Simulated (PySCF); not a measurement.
Compound: C4H9OS (doublet state).
Z-matrix (Å and degrees, GFN2-xTB geometry), rows numbered from 1:
```
C 
C   1  1.5195
O   2  1.4096  1  108.48
C   3  1.4048  2  113.85  1  -179.91
C   4  1.4836  3  110.56  2  -179.34
S   5  1.7116  4  122.74  3    -2.18
H   1  1.0866  2  109.87  3    59.87
H   1  1.0860  2  109.92  3  -179.94
H   1  1.0866  2  109.97  3   -59.67
H   2  1.1014  1  110.56  3   120.29
H   2  1.1014  1  110.43  3  -120.30
H   4  1.1099  3  109.93  2   -57.77
H   4  1.1104  3  109.88  2    58.59
H   5  1.0710  4  120.25  3  -178.41
H   6  1.3296  5   94.80  4     2.64
```

The hyperfine couplings belong to this conformer and change with its torsions.

As a line formula: `CCOC[CH]S` [radical].

Level of theory: PySCF 2.14.0, UKS B3LYP, pcH-1 on C H O S, non-relativistic, mean-field spin-orbit, GIAO. The structure is a single GFN2-xTB conformer in the gas phase; no vibrational or solvent corrections. GFN2-xTB frequencies show an imaginary mode (128i cm⁻¹), so this geometry is no minimum at that level. Couplings are sensitive to structure, and on GFN2-xTB geometries they can be far from those on DFT ones. Stability of the SCF solution: not tested.

Principal values of hyperfine tensors in MHz (contact, dipolar and spin–orbit terms together), for some of the nuclei:

| atom | isotope | A1 | A2 | A3 |
| --- | --- | --- | --- | --- |
| H13 | 1H | 95.54 | 96.41 | 108.10 |
| H12 | 1H | 91.79 | 92.55 | 104.90 |
| C5 | 13C | 12.75 | 13.69 | 233.87 |
| H14 | 1H | -91.35 | -57.20 | -20.87 |
| H15 | 1H | -11.95 | -10.33 | -1.84 |
| S6 | 33S | -19.52 | -13.96 | 50.03 |
| O3 | 17O | 0.56 | 2.17 | 2.79 |
| C2 | 13C | -1.62 | -1.18 | -0.95 |

Problem. Split each tensor into its isotropic and traceless parts, and turn a_iso into mT with g = 2.0047.

Solution. a_iso is a third of the trace, T = A − a_iso, and a(mT) = a(MHz)/(g × 13.996). The tensors hold a spin–orbit part: the run splits a_iso into a_FC + a_SO, and T includes its anisotropic share.

```json
{"atom": "H13", "a_iso (MHz)": "100.02", "a_FC": "100.02", "a_SO": "0.00", "a_iso (mT)": "3.565", "T1": "-4.48", "T2": "-3.60", "T3": "8.08"}
{"atom": "H12", "a_iso (MHz)": "96.41", "a_FC": "96.41", "a_SO": "0.00", "a_iso (mT)": "3.436", "T1": "-4.62", "T2": "-3.86", "T3": "8.48"}
{"atom": "C5", "a_iso (MHz)": "86.77", "a_FC": "86.44", "a_SO": "0.33", "a_iso (mT)": "3.093", "T1": "-74.02", "T2": "-73.08", "T3": "147.10"}
{"atom": "H14", "a_iso (MHz)": "-56.47", "a_FC": "-56.58", "a_SO": "0.11", "a_iso (mT)": "-2.013", "T1": "-34.88", "T2": "-0.73", "T3": "35.61"}
{"atom": "H15", "a_iso (MHz)": "-8.04", "a_FC": "-8.08", "a_SO": "0.04", "a_iso (mT)": "-0.287", "T1": "-3.91", "T2": "-2.29", "T3": "6.20"}
{"atom": "S6", "a_iso (MHz)": "5.51", "a_FC": "5.93", "a_SO": "-0.41", "a_iso (mT)": "0.197", "T1": "-25.03", "T2": "-19.48", "T3": "44.51"}
{"atom": "O3", "a_iso (MHz)": "1.84", "a_FC": "1.85", "a_SO": "-0.01", "a_iso (mT)": "0.066", "T1": "-1.28", "T2": "0.33", "T3": "0.95"}
{"atom": "C2", "a_iso (MHz)": "-1.25", "a_FC": "-1.26", "a_SO": "0.00", "a_iso (mT)": "-0.045", "T1": "-0.37", "T2": "0.07", "T3": "0.30"}
```

Problem. What spin density at the nucleus of S6 lies behind its contact coupling (g_N = 0.42921)?

Solution. a_FC = 800.24 MHz bohr³ × g_N × ρ(0)/(2S). With a_FC = 5.93 MHz and 2S = 1, ρ(0) = 0.01726 bohr⁻³.

Problem. C4 (13C, g_N = 1.40482) isn't in the table. Its spin density at the nucleus is -0.0298 bohr⁻³. What is its contact coupling?

Solution. By the same relation, a_FC = -33.5 MHz. Its full tensor has the principal values -35.07, -33.84, -31.51 MHz.

Problem. Which nucleus of the table has the largest anisotropic coupling, and what is its form?

Solution. C5: -74.0, -73.1, 147.1 MHz (the dipolar term alone has -74.2, -73.2, 147.4), axial, in the ratio −1:−1:+2, the form that spin in one p orbital centred on that nucleus gives.

Problem. What first-order splitting does H12 cause when the field lies along A1, A2 or A3 of its tensor (g taken as isotropic, no quadrupole term)?

Solution. 2 lines (I = 1/2), spaced by |A_i|/(g × 13.996): 3.27, 3.30, 3.74 mT along the axes of A1, A2 and A3.
